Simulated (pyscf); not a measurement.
water (H₂O) + O=Ge(OH)–OH → HO–Ge(OH)(OH)–OH (addition across a multiple bond or ene-type step; singlet surface; H–O broken, Ge–O, H–O formed). Optimised with ωB97X-D3(BJ)/def2-SVP in PySCF. Energies in kJ/mol from the separated reactants.

| level | barrier | reaction energy |
|---|---|---|
| ωB97X-D3(BJ)/def2-TZVP | ___ | ___ |
| r²SCAN/def2-TZVP | -68.3 | -253.2 |
| B3LYP-D3(BJ)/def2-TZVP | -53.7 | -244.3 |
| PBE0-D3(BJ)/def2-TZVP | -68.3 | -258.9 |
| ωB97M-D3(BJ)/def2-TZVP | -61.4 | -258.7 |
| HF/def2-TZVP | ___ | -298.7 |

Task: Complete the blanks.

Result: 
- ωB97X-D3(BJ)/def2-TZVP, barrier: -64.9
- ωB97X-D3(BJ)/def2-TZVP, reaction energy: -266.7
- HF/def2-TZVP, barrier: -35.3

On the reactant side the descent ends in an adduct with a Ge–O contact, 80.5 kJ/mol under the separated species and 15.6 kJ/mol under the saddle at ωB97X-D3(BJ)/def2-TZVP. At ωB97X-D3(BJ)/def2-TZVP, r²SCAN, B3LYP-D3(BJ), PBE0-D3(BJ), ωB97M-D3(BJ)/def2-TZVP, HF the saddle lies under the separated reactants, which points to a path from their complex (located at ωB97X-D3(BJ) alone). What is counted as formed (Ge–O) is already present as a longer contact in the reactant adduct; forming that adduct is a step of its own. This is the saddle that the search found; another between the same sides may lie lower. Elements up to Kr have no core potential and no relativistic terms here.
